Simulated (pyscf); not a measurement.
A first-order saddle from PySCF, ωB97X-D3(BJ)/def2-SVP:

```xyz
7

O     -0.5415    -0.1210     1.1973
Si     0.0567     0.0497    -0.3497
Cl     1.5562     1.3969    -0.1226
Cl    -1.3465     0.7569    -1.6373
Cl     0.7786    -1.7005    -1.0867
H     -1.6326    -1.0751     1.1449
H     -2.1462    -1.6048     0.7915
```
Charge 0, spin multiplicity 2.

Surface: doublet, charge 0. Lowest wavenumbers (cm⁻¹): 778i, 118, 159, 166, 215.

Problem. Which two sides does it connect, and which bonds change?

Solution. HO–Si(Cl)(Cl)–Cl + H atom (H•) ⇌ •O–Si(Cl)(Cl)–Cl + hydrogen (H₂), a hydrogen abstraction read from left to right: H–O broken and H–H formed. At ωB97M-D3(BJ)/def2-TZVP it lies +0.92 eV from the left side and +0.11 eV from the right (each side as separated species at their lowest minima found). One saddle was located; it need not be the lowest between these sides. The angle at the transferred H is 156°.
